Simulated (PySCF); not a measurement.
# HF⁻: spin, charge, geometry and surroundings

One physical setting of the base script is moved in each run, with the edits that it forces.

The runs use PySCF 2.14.0; each script names its method and basis.

2 further runs of the same task are left out: 2 that didn't finish.

### 1 The starting structure

HF⁻: 2 atoms, charge -1, spin multiplicity 2.

Bond lengths: H1–F2 0.931 Å.

### 2 Base script

Input file input.py:

```python
from pyscf import gto, scf, tdscf

mol = gto.M(
    atom='H 0 0 0; F 0 0 0.931',
    basis='cc-pvtz-dk',
    charge=-1,
    spin=1,
    verbose=4,
)
mf = scf.UHF(mol)
mf = mf.sfx2c1e()
mf.kernel()
td = tdscf.TDA(mf)
td.nstates = 6
td.kernel()
td.analyze()
mf.dip_moment()
print('orbital energies (hartree):', [e[max(0, n-3):n+3].round(4) for e, n in zip(mf.mo_energy, mol.nelec)])
```

Command:

```
> OMP_NUM_THREADS=1 python input.py
```

The log of this run is left out.

In short: E(SCF) = -100.010215 Eh, 10 cycles, ⟨S²⟩ = 0.751, excitations 10.75, 11.74, 11.74, 14.64, 18.81 eV.

The bond length is a typed value, not an optimised one. The dipole of an ion depends on the origin.

### 3 PCM, ε = 2.27

Variant 1 changes solvent: none (gas phase) → PCM, ε = 2.27; step after the SCF: tda → analyze.

Input file input.py:

```python
from pyscf import gto, scf, solvent

mol = gto.M(
    atom='H 0 0 0; F 0 0 0.931',
    basis='cc-pvtz-dk',
    charge=-1,
    spin=1,
    verbose=4,
)
mf = scf.UHF(mol)
mf = mf.sfx2c1e()
mf = solvent.PCM(mf)
mf.with_solvent.eps = 2.27
mf.kernel()
mf.analyze()
print('orbital energies (hartree):', [e[max(0, n-3):n+3].round(4) for e, n in zip(mf.mo_energy, mol.nelec)])
```

Command:

```
> OMP_NUM_THREADS=1 python input.py
```

### 4 Sextet

Variant 2 changes spin (2S): 1 → 5.

input.py: that of step 2 with these lines changed.

```diff
@@ -6,3 +6,3 @@
     charge=-1,
-    spin=1,
+    spin=5,
     verbose=4,
```

### 5 Charge +0 (triplet)

Variant 3 changes charge: -1 → 0; spin (2S): 1 → 2.

input.py: that of step 2 with these lines changed.

```diff
@@ -5,4 +5,4 @@
     basis='cc-pvtz-dk',
-    charge=-1,
-    spin=1,
+    charge=0,
+    spin=2,
     verbose=4,
```

### 6 Bond 0.3 Å

Variant 4 changes bond length: 0.931 Å → 0.3 Å.

input.py: that of step 2 with these lines changed.

```diff
@@ -3,3 +3,3 @@
 mol = gto.M(
-    atom='H 0 0 0; F 0 0 0.931',
+    atom='H 0 0 0; F 0 0 0.3',
     basis='cc-pvtz-dk',
```

### 7 Bond 0.819 Å

Variant 5 changes bond length: 0.931 Å → 0.819 Å.

input.py: that of step 2 with these lines changed.

```diff
@@ -3,3 +3,3 @@
 mol = gto.M(
-    atom='H 0 0 0; F 0 0 0.931',
+    atom='H 0 0 0; F 0 0 0.819',
     basis='cc-pvtz-dk',
```

**Question.** What will these runs give? Wanted: for each run, E(SCF); from base; gap, α spin; SCF dipole; after the SCF.

As calculated:

```
                     run  E(SCF) (hartree)  from base (eV)  cycles  gap, α spin (eV)  SCF dipole (D)               after the SCF
                    base       -100.010215               0      10             19.47             n/a  lowest root found 10.75 eV
           PCM, ε = 2.27       -100.079496         -1.8852      10             19.38             n/a                         n/a
                  sextet        -98.504186        +40.9811       8             11.07             n/a   lowest root found 1.05 eV
     charge +0 (triplet)        -99.824656         +5.0493       9             18.19            2.33   lowest root found 0.31 eV
bond 0.3 Å (poor choice)        -96.244627       +102.4668       9             18.88             n/a  lowest root found 12.34 eV
            bond 0.819 Å        -99.983444         +0.7285       9             21.12             n/a  lowest root found 12.50 eV
```

**Reading.** The highest filled level of this anion is positive: the basis lacks diffuse functions or the electron is not bound, so these numbers hang on the basis. The largest comparable shift of the SCF energy, +102.467 eV, comes with the run “bond 0.3 Å”. A continuum solvent with ε = 2.27 lowers the energy by 1.885 eV, a large gain because the system is charged. The sextet solution found lies 40.98 eV above the base doublet at this geometry and level. At the SCF level, going to the triplet with one electron fewer costs 5.05 eV at fixed geometry, which need not be the lowest ionisation. With bond 0.819 Å the frontier gap moves by over 1.5 eV, which can mean another electronic state rather than the bond length alone. Rows marked «poor choice» come from settings spoiled on purpose.
